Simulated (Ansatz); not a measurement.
# BNH3 (SMILES B[NH]) at USVWN5/def2-TZVPP

Aim: the vertical ionisation energy of BNH3 at USVWN5/def2-TZVPP, from 2 runs. 

The calculation is run with Ansatz 0.2.0.

45 further runs of the same task are left out: 45 set aside as unsound or not needed.

## Step 1: The molecule

BNH3 has 5 atoms, charge 0, and is taken as a doublet. As SMILES, `B[NH]`. The shape is that of a PBE0-D4/def2-TZVP optimisation.

Bond lengths: B1–N2 1.329 Å, B1–H3 1.210 Å, B1–H4 1.204 Å, N2–H5 0.999 Å. Angles: B1–N2–H5 163.9°, N2–B1–H3 118.8°, N2–B1–H4 121.2°, H3–B1–H4 119.9°.

## Step 2: A single-point energy at USVWN5/def2-TZVPP

Contents of job.yaml:

```yaml
crystal:
  periodic: [false, false, false]
  atoms:
    - {symbol: B, position_ang: [-0.310800, -0.370100, -0.091600]}
    - {symbol: N, position_ang: [0.531200, 0.655200, -0.019800]}
    - {symbol: H, position_ang: [-0.414800, -1.107400, 0.862500]}
    - {symbol: H, position_ang: [-0.964100, -0.573100, -1.081900]}
    - {symbol: H, position_ang: [1.208400, 1.321700, 0.289300]}
basis:
  gaussian:
    orbitals: def2-TZVPP
hamiltonian:
  xc: {name: SVWN5}
accuracy: high
magnetization:
  spin_polarized: true
  initial_magnetization: 1
output: {orbitals: {seedname: orbitals}}
```

Launch:

```bash
ansatz run job.yaml --threads 1 --pin off --max-ram 3480MiB --events-out events.jsonl --progress --plain --runs-dir runs
```

The program printed:

```text
Warning: RAYON_NUM_THREADS=1 ignored (pool sized by the plan → 1); use --threads N
Functional definition: SVWN5
  name "SVWN5"
  exchange = slater_x
  correlation = vwn5_c
1698 factors; integrals over basis functions are off by at most 3.1e-9 eV
mean field evaluation 1: about -2186.7059 eV, gradient 4.1e1 eV
mean field evaluation 2: about -2160.3978 eV, gradient 7.6e1 eV
mean field evaluation 4: about -2193.6037 eV, gradient 6.5e0 eV
mean field evaluation 8: about -2193.8344 eV, gradient 1.3e-1 eV
mean field evaluation 16: about -2193.8345 eV, gradient 6.7e-6 eV
mean field -2193.83448946 eV, -80.6219304532 hartree, gradient 1.6e-8 eV, S^2 0.754185; 0 other end points of the search recorded, 0 dependent functions left out
reference -2193.83449266 eV, -80.6219305709 hartree; 8, 7 occupied and 96, 97 virtual orbitals, 1698 factors
Total energy: -2193.83449266 eV, -80.6219305709 hartree
```

It took 3.3 s on 1 thread of Arm Neoverse V1, shared host; peak memory 0.23 GiB.

## Step 3: The singlet cation

Contents of run.yaml:

```yaml
crystal:
  periodic: [false, false, false]
  atoms:
    - {symbol: B, position_ang: [-0.310800, -0.370100, -0.091600]}
    - {symbol: "N", position_ang: [0.531200, 0.655200, -0.019800]}
    - {symbol: H, position_ang: [-0.414800, -1.107400, 0.862500]}
    - {symbol: H, position_ang: [-0.964100, -0.573100, -1.081900]}
    - {symbol: H, position_ang: [1.208400, 1.321700, 0.289300]}
basis:
  gaussian:
    orbitals: def2-TZVPP
output:
  orbitals: {seedname: orbitals}
accuracy: high
hamiltonian:
  xc: {name: SVWN5}
total_charge: 1
```

Launch:

```bash
ansatz run run.yaml --threads 1 --pin off --max-ram 3480MiB --events-out events.jsonl --progress --plain --runs-dir runs
```

The program printed:

```text
Warning: RAYON_NUM_THREADS=1 ignored (pool sized by the plan → 1); use --threads N
[... 4 set-up lines as earlier in the session ...]
1698 factors; integrals over basis functions are off by at most 3.1e-9 eV
mean field evaluation 1: about -2160.5877 eV, gradient 1.1e2 eV
mean field evaluation 2: about -2089.7501 eV, gradient 1.5e2 eV
mean field evaluation 4: about -2179.4249 eV, gradient 3.8e1 eV
mean field evaluation 8: about -2183.6078 eV, gradient 8.6e-1 eV
mean field evaluation 16: about -2183.6093 eV, gradient 5.5e-6 eV
mean field -2183.60934302 eV, -80.2461632524 hartree, gradient 3.5e-8 eV, S^2 0.000000; 0 other end points of the search recorded, 0 dependent functions left out
reference -2183.60934616 eV, -80.2461633679 hartree; 7, 7 occupied and 97, 97 virtual orbitals, 1698 factors
Total energy: -2183.60934616 eV, -80.2461633679 hartree
```

Run time: 2.6 s. Hardware: 1 thread of Arm Neoverse V1, shared host; peak memory 0.2 GiB.

## Step 4: Outcome

At USVWN5/def2-TZVPP:

| quantity | value |
| --- | --- |
| doublet BNH3: total energy | -80.62193 Eh |
| doublet BNH3: HOMO energy (highest over α and β) | -6.22 eV |
| doublet BNH3: LUMO energy (lowest over α and β) | -4.86 eV |
| doublet BNH3: ⟨S²⟩ | 0.754 |
| singlet cation: total energy | -80.24616 Eh |
| singlet cation: HOMO energy | -15.82 eV |
| singlet cation: LUMO energy | -14.29 eV |
| singlet cation: HOMO–LUMO gap | 1.53 eV |
| vertical ionisation energy (to the singlet cation) | 10.225 eV |

What this shows: The vertical ionisation energy comes to 10.23 eV (987 kJ/mol). Only the singlet of the ionised species was computed; a triplet could lie lower.
